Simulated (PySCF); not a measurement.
Compound: C2H3F3.
Bonds: C1–C2, C2–F3, C2–F4, C2–F5. Hydrogens: H6, H7, H8 on C1.

Level: wB97X-D/pcSseg-2 in PySCF, non-relativistic, on one gas-phase PBE0-D3(BJ)/def2-TZVP geometry that isn't relaxed in the solvent. The solvent is an IEF-PCM continuum (Bondi radii, 1.10 Å for H, scaled by 1.2). Only the electrostatic response of the medium enters.

Gas phase at wB97X-D/pcSseg-2: HOMO -12.91 eV, LUMO 2.43 eV, dipole 2.35 D.

Question: What does the continuum do to the energy, the frontier levels and the dipole at wB97X-D/pcSseg-2 in chloroform?

Answer: 
```json
{"solvent": "chloroform", "ε": "4.711", "E(solvent) − E(gas) (kJ/mol)": "-9.11", "polarisation term (kJ/mol)": "-9.96", "distortion of the solute (kJ/mol)": "0.85", "HOMO (eV)": "-12.80", "LUMO (eV)": "2.77", "dipole (D)": "2.67"}
```

The polarisation term is half the interaction of the solute with the surface charges that it induces; the rest is the cost of distorting the solute's density. The sum is the electrostatic part of solvation alone.

Question: Which radius a makes the point-dipole formula ΔE = −[(ε − 1)/(2ε + 1)]·μ²/a³ give the value in chloroform, with the gas-phase dipole?

Answer: μ = 0.924 au and |ΔE| = 0.00347 Eh give a = 2.35 Å; the farthest nucleus lies 1.73 Å from the centroid of the nuclei. The formula assumes a rigid point dipole at the centre of a sphere.

wB97X-D is run here without its empirical dispersion term; that term would change no orbital, density or response property at a fixed geometry.
